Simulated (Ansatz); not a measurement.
System: B20 (FeSi-type) FeSi. Method: r²SCAN (plane waves, PAW; Ansatz, an electronic-structure program).

Settings: plane-wave cutoff 560 eV, 8×8×8 k mesh, Fermi–Dirac smearing 0.01 eV, no spin polarisation, scalar-relativistic PAW data made under PBE.

Computed at the level's own relaxed cell.

Task: What does this level give for the lattice constant a, band gap, smallest direct gap on the k points sampled and direct gap at Γ?

Result: 
lattice constant a: 4.403 Å
band gap: 0.33 eV
smallest direct gap on the k points sampled: 0.35 eV
direct gap at Γ: 0.97 eV

Measured, for comparison: band gap 0.05 eV (temperature not stated, not corrected to a static lattice, indirect, transport; lower end of the printed range; as tabulated in Tomczak (2018), arXiv:1802.07220); lattice constant a 4.483 Å (temperature not stated, not corrected to a static lattice; as tabulated in Wikipedia's data pages). Computed (rounded) less measured: band gap +0.28 eV, lattice constant a -1.8 %. A static lattice is as a rule a little smaller and stiffer than an uncorrected measurement, which can account for part of this.
